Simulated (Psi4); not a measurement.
Relaxed torsion scan: C₄H₆, SMILES C=CC=C, singlet. Scanned: dihedral C1–C2–C3–C4; all other coordinates were relaxed at GFN2-xTB. Points at φ and −φ are mirror images. Heavy atoms are numbered in the order of the SMILES C=CC=C, hydrogens after them in the order of the atoms that carry them; the mirror image has the same energies with the sign of each dihedral reversed.

Methods: PBE/def2-TZVP // GFN2-xTB (Psi4); PBE-D3(BJ)/def2-TZVP // GFN2-xTB (Psi4); PBE0/def2-TZVP // GFN2-xTB (Psi4); MP2/cc-pVTZ = DF-MP2 (frozen core)/cc-pVTZ // GFN2-xTB in Psi4 1.11.

Energies relative to the lowest point of each profile, in eV; the last columns give the difference from MP2:

```
φ / °  PBE/def2-TZVP  PBE-D3(BJ)/def2-TZVP  PBE0/def2-TZVP  MP2/cc-pVTZ  PBE/def2-TZVP − MP2/cc-pVTZ  PBE-D3(BJ)/def2-TZVP − MP2/cc-pVTZ  PBE0/def2-TZVP − MP2/cc-pVTZ
-----  -------------  --------------------  --------------  -----------  ---------------------------  ----------------------------------  ----------------------------
-150           0.082                 0.081           0.079        0.075                        0.006                               0.006                         0.004
-120           0.269                 0.268           0.258        0.243                        0.026                               0.025                         0.015
-90            0.320                 0.319           0.299        0.276                        0.044                               0.043                         0.023
-60            0.214                 0.209           0.198        0.174                        0.039                               0.035                         0.024
-30            0.164                 0.158           0.157        0.136                        0.028                               0.022                         0.021
0              0.178                 0.172           0.178        0.163                        0.015                               0.009                         0.015
30             0.164                 0.158           0.157        0.136                        0.028                               0.022                         0.021
60             0.214                 0.209           0.198        0.174                        0.039                               0.035                         0.024
90             0.320                 0.319           0.299        0.276                        0.044                               0.043                         0.023
120            0.269                 0.268           0.258        0.243                        0.026                               0.025                         0.015
150            0.082                 0.081           0.079        0.075                        0.006                               0.006                         0.004
180            0.000                 0.000           0.000        0.000                        0.000                               0.000                         0.000
```

PBE/def2-TZVP is furthest from MP2/cc-pVTZ at -90 (0.044 eV, above); its mean absolute difference over the points is 0.025 eV.

PBE-D3(BJ)/def2-TZVP is furthest from MP2/cc-pVTZ at -90 (0.043 eV, above); its mean absolute difference over the points is 0.022 eV.

PBE0/def2-TZVP is furthest from MP2/cc-pVTZ at -60 (0.024 eV, above); its mean absolute difference over the points is 0.016 eV.
